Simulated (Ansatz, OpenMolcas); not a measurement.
## BF (SMILES [B]F): the energy, rung by rung

BF: 2 atoms, total charge 0, spin state singlet. As SMILES, `[B]F`. Geometry: relaxed at GFN2-xTB.

| atom | x (Å) | y (Å) | z (Å) |
| --- | --- | --- | --- |
| B | 0.0000 | 0.0000 | 0.0000 |
| F | 0.0000 | 0.0000 | 1.2444 |

Quantity: the energy change with the B1–F2 bond stretched from 1.244 to 2.526 Å, in eV. The values are calculated.

```
                     level                    kind     program  value (eV)  less FCI/STO-3G
   PBE/STO-3G (restricted)                     GGA  OpenMolcas        7.58            +0.84
r2SCAN/STO-3G (restricted)                meta-GGA  OpenMolcas        8.07            +1.33
 B3LYP/STO-3G (restricted)           global hybrid  OpenMolcas        8.33            +1.59
  PBE0/STO-3G (restricted)           global hybrid      Ansatz        8.58            +1.84
 wB97X/STO-3G (restricted)  range-separated hybrid      Ansatz        8.98            +2.24
B2PLYP/STO-3G (restricted)           double hybrid      Ansatz        8.32            +1.58
   MP2/STO-3G (restricted)     perturbation theory  OpenMolcas        8.53            +1.79
        CASPT2(2,2)/STO-3G          multireference  OpenMolcas        6.98            +0.24
 CCSDT/STO-3G (restricted)   coupled cluster or CI      Ansatz        6.78            +0.04
                FCI/STO-3G      exact in the basis      Ansatz        6.74             0.00
```

FCI/STO-3G is exact within its basis and frozen core, so for wave-function methods in that basis the difference is their error; functionals converge differently with the basis, so for them it is only a difference. The first shape isn't each level's own minimum. The values span 6.74 to 8.98 eV. All rows use very small basis sets, so even the best lies far from the true value.
